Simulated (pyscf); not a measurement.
`[SiH4]` + `[SiH2]=[PH]` → `[SiH3][PH][SiH3]`, an addition across a multiple bond or ene-type step (singlet surface; H–Si broken, P–Si, H–Si formed). Structures and frequencies: ωB97X-D3(BJ)/def2-SVP in PySCF. Correlated levels are frozen-core, on RHF or UHF. ΔMP2 is the change of the MP2 total energy from the triple- to the quadruple-zeta basis. Energies in kcal/mol from the separated reactants.

GFN2-xTB: tblite. 

In single points GFN2-xTB puts the saddle at 26.4 kcal/mol and the reaction energy at -29.6 kcal/mol. Should these be trusted to within a few kcal/mol? Compare with CCSD(T)/def2-TZVPP + ΔMP2(QZVPP).

CCSD(T)/def2-TZVPP + ΔMP2(QZVPP) gives ΔE‡ = 15.4 kcal/mol and ΔE = -39.0 kcal/mol. GFN2-xTB lies 11.0 kcal/mol over it in the barrier and 9.5 kcal/mol over it in the reaction energy, so on this step it does not hold to within 3.0 kcal/mol. CCSD(T)/def2-TZVPP + ΔMP2(QZVPP) has limits of its own. At the saddle there is also a short Si–Si contact that neither side keeps. One saddle was located; it need not be the lowest between these sides. The CCSD(T) − MP2 part came from Ansatz, without density fitting, on the same reference.
